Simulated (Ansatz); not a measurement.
Input file:

```yaml
crystal:
  periodic: [false, false, false]
  atoms:
    - {symbol: O, position_ang: [-0.151944, -0.049094, 0.000000]}
    - {symbol: H, position_ang: [-0.401253, 0.877481, 0.000000]}
    - {symbol: H, position_ang: [1.034056, -0.049094, 0.000000]}
    - {symbol: H, position_ang: [1.779056, -0.049094, 0.000000]}
basis:
  gaussian: {orbitals: def2-SVPD}
magnetization: {spin_polarized: false, initial_magnetization: 1}
hamiltonian: {pseudopotentials: {relativity: scalar}}
correlation: {method: bccd, electrons: outside_noble_gas}
output: {forces: true}
```

```sh
$ ansatz run in.yaml --threads 1 --pin off --events-out ev --progress --plain --max-ram 2393MiB
```

Log:

```
458 factors; integrals over basis functions are off by at most 1.1e-3 eV
mean field evaluation 1: about -2078.5895 eV, gradient 2.6e1 eV
mean field evaluation 2: about -2078.5905 eV, gradient 2.6e1 eV
mean field evaluation 4: about -2080.3206 eV, gradient 1.8e0 eV
mean field evaluation 8: about -2080.3941 eV, gradient 3.2e-1 eV
mean field evaluation 16: about -2080.3196 eV, gradient 1.8e0 eV
mean field evaluation 32: about -2080.2001 eV, gradient 6.6e0 eV
mean field evaluation 64: about -2079.2215 eV, gradient 2.6e-4 eV
mean field evaluation 96: about -2080.2486 eV, gradient 3.4e0 eV
mean field -2080.39709584 eV, -76.4531831283 hartree, gradient 1.3e-6 eV, S^2 0.750000; 6 other end points of the search recorded, 0 dependent functions left out
mean field evaluation 128: about -2080.7210 eV, gradient 8.3e-3 eV
determinant -2080.39709584 eV, -76.4531831283 hartree, with singles and doubles -2087.07040046 eV, -76.6984225498 hartree
determinant -2079.22151970 eV, -76.4099815021 hartree, with singles and doubles -2085.19430768 eV, -76.6294774117 hartree
1 core orbitals not correlated: weight in the atoms' cores, before any rotation towards them, 1.000 or more for the frozen orbitals, at most 0.000 for the correlated occupied ones
reference -2080.39709584 eV, -76.4531831283 hartree; 5, 4 occupied and 41, 42 virtual orbitals, 458 factors
second order -5.99620552 eV of doubles, -0.17579954 eV of singles
cycle   1  -6.64668979 eV  change   -2.2e-1 eV  update   2.3e-2
cycle   2  -6.66279255 eV  change   -1.6e-2 eV  update   8.0e-3
cycle   3  -6.66039626 eV  change    2.4e-3 eV  update   4.8e-3
cycle   4  -6.65806621 eV  change    2.3e-3 eV  update   2.4e-3
cycle   5  -6.65802900 eV  change    3.7e-5 eV  update   1.2e-3
cycle   6  -6.65775059 eV  change    2.8e-4 eV  update   5.5e-4
cycle   7  -6.65787916 eV  change   -1.3e-4 eV  update   2.1e-4
cycle   8  -6.65792997 eV  change   -5.1e-5 eV  update   9.0e-5
cycle   9  -6.65790546 eV  change    2.5e-5 eV  update   4.0e-5
cycle  10  -6.65790367 eV  change    1.8e-6 eV  update   1.4e-5
cycle  11  -6.65790531 eV  change   -1.6e-6 eV  update   4.7e-6
cycle  12  -6.65790377 eV  change    1.5e-6 eV  update   1.6e-6
cycle  13  -6.65790408 eV  change   -3.0e-7 eV  update   5.8e-7
the calculation of the forces begins
Total energy: -2087.05499992 eV, -76.6978565902 hartree
Relativity: scalar
Atom 0 at    -0.151944    -0.049094     0.000000 Å, force    -1.245603    -0.921408    -0.000000 eV/Å
Atom 1 at    -0.401253     0.877481     0.000000 Å, force     0.175694     0.744577    -0.000000 eV/Å
Atom 2 at     1.034056    -0.049094     0.000000 Å, force    -3.306680    -0.009344     0.000000 eV/Å
Atom 3 at     1.779056    -0.049094     0.000000 Å, force     4.376589     0.186176    -0.000000 eV/Å
Dipole moment:     0.100945     0.303671     0.000000 e Å
```

Forces (eV/Å):
```
O   -1.246 -0.921  0.000
H    0.176  0.745  0.000
H   -3.307 -0.009  0.000
H    4.377  0.186  0.000
```

Ran on 1 thread of Intel Xeon Platinum 8488C, shared host: 5.5 s wall, 0.23 GiB peak host memory.
